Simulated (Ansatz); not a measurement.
# CH₅NS₂: how energies converge with the basis set

One table from this session's results is given with a row withheld; the runs are named, their logs left out.

Method: one geometry, several basis sets; program: Ansatz 0.2.0, Gaussian basis.

Plan: PBE0-D4/def2-SVP; ωB97M-V/def2-SVP; PBE0-D4/def2-QZVPP; ωB97M-V/def2-QZVPP; the functionals' def2-TZVPP values are taken from earlier runs.

## Structure used throughout

The geometry comes from an earlier relaxation with PBE0-D4 in a triple-zeta def2 set; it is a stationary point, not always the lowest conformer.

SMILES `NCSS`, 9 atoms, charge 0, spin multiplicity 1.

Atoms are counted from 1 here; the program's logs count them from 0.

Bond lengths: N1–C2 1.422 Å, N1–H5 1.012 Å, N1–H6 1.013 Å, C2–S3 1.849 Å, C2–H7 1.091 Å, C2–H8 1.094 Å, S3–S4 2.038 Å, S4–H9 1.349 Å. Angles: C2–N1–H5 111.5°, C2–N1–H6 110.7°, H5–N1–H6 108.0°, N1–C2–S3 117.5°, N1–C2–H7 109.9°, N1–C2–H8 110.7°, S3–C2–H7 107.1°, S3–C2–H8 102.8°, H7–C2–H8 108.2°, C2–S3–S4 101.7°, S3–S4–H9 99.4°.

The first run:

The input, in.yaml:

```yaml
crystal:
  periodic: [false, false, false]
  atoms:
    - {symbol: N, position_ang: [-0.779659, 1.179519, -0.123613]}
    - {symbol: C, position_ang: [0.294540, 0.439197, -0.688525]}
    - {symbol: S, position_ang: [0.185048, -1.405901, -0.629815]}
    - {symbol: S, position_ang: [-0.006414, -1.743683, 1.370371]}
    - {symbol: H, position_ang: [-1.663418, 0.937565, -0.553722]}
    - {symbol: H, position_ang: [-0.855403, 0.997945, 0.870265]}
    - {symbol: H, position_ang: [1.232858, 0.720794, -0.209089]}
    - {symbol: H, position_ang: [0.383252, 0.642057, -1.759769]}
    - {symbol: H, position_ang: [1.297697, -1.813892, 1.706698]}
basis:
  gaussian: {orbitals: def2-SVP}
hamiltonian: {xc: pbe0, dispersion: d4}
output: {orbitals: {seedname: orbitals}}
```

The run is started by

```bash
$ ansatz run in.yaml --threads 2 --pin off --events-out ev --progress --plain --max-ram 4352MiB
```

Steps of the session up to this table: PBE0-D4 in def2-SVP; ωB97M-V in def2-SVP; PBE0-D4 in def2-QZVPP; ωB97M-V in def2-QZVPP.

One table of the session follows, with a row left open; its other results are not shown here.

```
functional       basis  HOMO (eV)  LUMO (eV)
   PBE0-D4    def2-SVP      -6.65      -0.16
   PBE0-D4  def2-TZVPP          ?          ?
   PBE0-D4  def2-QZVPP      -6.86      -0.67
   ωB97M-V    def2-SVP      -8.84       2.09
   ωB97M-V  def2-TZVPP      -9.02       1.54
   ωB97M-V  def2-QZVPP      -9.07       1.22
```

Q: Estimate the row for PBE0-D4, def2-TZVPP from the others.

As computed: HOMO (eV): -6.81; LUMO (eV): -0.53. In the column «HOMO (eV)» it lies between PBE0-D4, def2-QZVPP (-6.86) and PBE0-D4, def2-SVP (-6.65).
